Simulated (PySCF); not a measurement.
## Molecular orbitals of SH⁺

ωB97X at R = 1.370 Å; PySCF, no relativity, basis sets H cc-pVTZ, S cc-pV(T+d)Z. State: ³Σ⁻ (triplet), unpaired electrons π ↑↑. Only the outer orbitals are listed, counted within each symmetry.

```json
{"spin": "α", "orbital": "4σ", "occ.": "1", "ε (eV)": "-33.87", "on H (%)": "9", "main shells (%)": "89 S s, 8 H s"}
{"spin": "α", "orbital": "5σ", "occ.": "1", "ε (eV)": "-23.42", "on H (%)": "27", "main shells (%)": "64 S p, 26 H s"}
{"spin": "α", "orbital": "2π", "occ.": "1", "ε (eV)": "-21.20", "on H (%)": "1", "main shells (%)": "99 S p"}
{"spin": "α", "orbital": "2π", "occ.": "1", "ε (eV)": "-21.20", "on H (%)": "1", "main shells (%)": "99 S p"}
{"spin": "α", "orbital": "6σ", "occ.": "0", "ε (eV)": "-5.09", "on H (%)": "65", "main shells (%)": "65 H s, 25 S p, 15 S d"}
{"spin": "α", "orbital": "7σ", "occ.": "0", "ε (eV)": "0.09", "on H (%)": "74", "main shells (%)": "75 H s, 26 S d"}
{"spin": "α", "orbital": "3π", "occ.": "0", "ε (eV)": "1.44", "on H (%)": "11", "main shells (%)": "88 S d, 11 H p"}
{"spin": "β", "orbital": "4σ", "occ.": "1", "ε (eV)": "-31.05", "on H (%)": "15", "main shells (%)": "82 S s, 13 H s"}
{"spin": "β", "orbital": "5σ", "occ.": "1", "ε (eV)": "-22.55", "on H (%)": "25", "main shells (%)": "61 S p, 25 H s, 12 S s"}
{"spin": "β", "orbital": "2π", "occ.": "0", "ε (eV)": "-11.05", "on H (%)": "1", "main shells (%)": "99 S p"}
{"spin": "β", "orbital": "2π", "occ.": "0", "ε (eV)": "-11.05", "on H (%)": "1", "main shells (%)": "99 S p"}
{"spin": "β", "orbital": "6σ", "occ.": "0", "ε (eV)": "-4.45", "on H (%)": "65", "main shells (%)": "66 H s, 26 S p, 11 S d"}
```

Question: Which are the highest filled and the lowest empty level, where do they sit, and how wide is the gap?

Answer: Highest filled α 2π at -21.20 eV (in %: 99 S p); lowest empty β 2π at -11.05 eV (in %: 99 S p); the gap at ωB97X is 10.15 eV. Both belong to one degenerate shell, split only by its one-sided filling, so this is no excitation gap.

| Item | Value |
| --- | --- |
| bond order (Mayer) | 0.96 |
| ⟨S²⟩ | 2.007 |
| charge on H (Mulliken, basis-dependent) | 0.22 |
| charge on H (Löwdin, basis-dependent) | -0.14 |
| dipole moment (positive dipole points towards S; it is taken about the centre of mass and depends on that origin) | -1.35 D |

The state is the lowest determinant that a PBE0 search found; another state may lie lower at other levels.
